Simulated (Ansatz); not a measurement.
fcc Au

Calculation: r²SCAN in Ansatz (plane waves, PAW).

Settings: plane-wave cutoff 560 eV, 24×24×24 k mesh, Fermi–Dirac smearing 0.05 eV, scalar-relativistic PAW data made under PBE.

Cell (relaxed at this level):

Au has the cubic space group Fm-3m (No. 225), the fcc (Cu type) structure, Pearson symbol cF4. Cell: a = b = c = 4.125 Å, α = β = γ = 90.00°. Au on 4a sees 12 Au at 2.917 Å (cuboctahedral). (Neighbours: up to the widest gap in distance over summed covalent radii, below 1.35, at either atom.)
(The calculation used a cell of 1 atom; values per cell refer to that cell.)

```yaml
bulk_modulus: 154 GPa
band_gap: zero (no gap)
pressure derivative B′ of the bulk modulus: 5.8
```

Measured, for comparison: bulk modulus 182 GPa (0 K value with the zero-point phonon effect removed, our sources range from 175 to 182; as tabulated in Mejia-Rodriguez and Trickey (2018), arXiv:1807.09216). Computed (rounded) less measured: bulk modulus -15 % (-12 % to -15 % over the range).

Spin–orbit coupling is not included; it can shift volumes and moduli of such heavy elements.

The computed numbers hold no vibrational or temperature effects.

Ansatz is an electronic-structure program.
